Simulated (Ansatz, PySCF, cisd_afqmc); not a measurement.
Species: H2O2, charge 0, singlet. H2O2 (SMILES OO).
B3LYP-D3(BJ)/def2-TZVP minimum from Ansatz (a quantum-chemistry and plane-wave program):
```xyz
4

O      0.0155     0.7238    -0.0702
O     -0.0112    -0.7261    -0.0419
H      0.8057     0.8967     0.4614
H     -0.8394    -0.8786     0.4355
```
Charge 0, spin multiplicity 1.

Quantity: enthalpy of formation at 298 K (by atomisation, with ideal-gas terms from PySCF's Hessian at B3LYP-D3(BJ)/def2-TZVP and the atoms' measured values of the G2/97 table; no spin-orbit terms), in kJ/mol. Open shells are spin-unrestricted; no spin-orbit coupling. Correlated methods leave the cores frozen. Rows without X2C or -DK are non-relativistic. AFQMC is phaseless with a CISD trial state; ± is one standard error, without the phaseless bias. Outlying blocks are dropped, and bars are widened where a walk drifts. Over all cases where full CI ran beside it in this data, AFQMC minus full CI had a median of +0.1 mEh and passed +0.4 mEh in a tenth of the cases. CBS(X,Y): correlation extrapolated as X^-3, Hartree-Fock from the larger set (Q,5: extrapolated as (X+1)exp(-9√X)). A bracket is a step between two methods taken in the basis named. '+ core + X2C': CCSD(T) terms for core correlation (cc-pwCVTZ) and scalar relativity (cc-pVTZ-DK). For partners of very few electrons the exact lower level stands in for a higher one.

Measured: -32.4 kcal/mol, -135.4 kJ/mol (Active Thermochemical Tables 1.112 (ions: stationary electron), as tabulated in the package chemicals); atomic spin-orbit terms, which the calculations lack, would raise the computed values.

```
level                                                                                                               program  enthalpy of formation at 298 K (kJ/mol)  error against that value
------------------------------------------------------------------------------------------------------  -------------------  ---------------------------------------  ------------------------
HF/CBS(cc-pVQZ,cc-pV5Z)                                                                                              Ansatz                                    427.2                     562.6
MP2/CBS(cc-pVTZ,cc-pVQZ)                                                                                             Ansatz                                   -172.7                     -37.3
MP2/CBS(cc-pVQZ,cc-pV5Z)                                                                                             Ansatz                                   -175.7                     -40.3
CCSD/cc-pVDZ                                                                                                         Ansatz                                     23.4                     158.8
CCSDT(Q)/cc-pVTZ                                                                                                     Ansatz                                    -91.9                      43.5
AFQMC/CISD/cc-pVDZ                                                                                               cisd_afqmc                               -0.8 ± 0.9                     134.6
CCSD(T)/CBS(cc-pVQZ,cc-pV5Z) + [AFQMC/CISD - CCSD(T)]/cc-pVTZ + core + X2C                              Ansatz + cisd_afqmc                             -137.6 ± 0.8                      -2.2
CCSD(T)/CBS(cc-pVQZ,cc-pV5Z) + [CCSDT(Q) - CCSD(T)]/cc-pVTZ + core + X2C                                             Ansatz                                   -138.0                      -2.6
CCSD(T)/CBS(cc-pVQZ,cc-pV5Z) + [CCSDT(Q) - CCSD(T)]/cc-pVTZ + [CCSDTQ - CCSDT(Q)]/cc-pVDZ + core + X2C               Ansatz                                   -137.6                      -2.2
```
